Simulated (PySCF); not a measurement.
## Molecular orbitals of NaCl⁻

UHF at R = 2.530 Å; basis Na def2-SVPD, Cl def2-SVPD; no relativity; PySCF 2.14. State: ²Σ⁺ (doublet), unpaired electrons σ ↑. Only the outer orbitals are listed, counted within each symmetry.

```csv
spin,orbital,occ.,ε (eV),on Na (%),main shells (%)
α,2π,1,-37.17,100,100 Na p
α,2π,1,-37.17,100,100 Na p
α,6σ,1,-37.14,100,100 Na p
α,7σ,1,-21.99,0,100 Cl s
α,8σ,1,-6.52,0,100 Cl p
α,3π,1,-6.06,1,99 Cl p
α,3π,1,-6.06,1,99 Cl p
α,9σ,1,-0.70,104,"76 Na s, 28 Na p"
α,4π,0,3.68,108,108 Na p
α,4π,0,3.68,108,108 Na p
β,2π,1,-37.14,100,100 Na p
β,2π,1,-37.14,100,100 Na p
β,6σ,1,-37.08,100,100 Na p
β,7σ,1,-21.97,0,100 Cl s
β,8σ,1,-6.46,0,100 Cl p
β,3π,1,-6.06,1,99 Cl p
β,3π,1,-6.06,1,99 Cl p
β,4π,0,4.13,106,106 Na p
β,4π,0,4.13,106,106 Na p
```

Question: Which are the highest filled and the lowest empty level, where do they sit, and how wide is the gap?

Answer: Highest filled α 9σ at -0.70 eV (in %: 76 Na s, 28 Na p); lowest empty α 4π at 3.68 eV (in %: 108 Na p); the gap at UHF is 4.38 eV. An empty level above zero is unbound, and its energy depends on the basis.

```json
{"bond order (Mayer)": "-0.06", "⟨S²⟩": "0.750", "charge on Na (Mulliken, basis-dependent)": "-0.06", "charge on Na (Löwdin, basis-dependent)": "-0.32", "dipole moment (positive dipole points towards Cl; it is taken about the centre of mass and depends on that origin)": "3.81 D"}
```

Shares are Mulliken populations and can fall outside 0 to 100 %.

The state was picked by a PBE0 search and need not be the measured ground state.
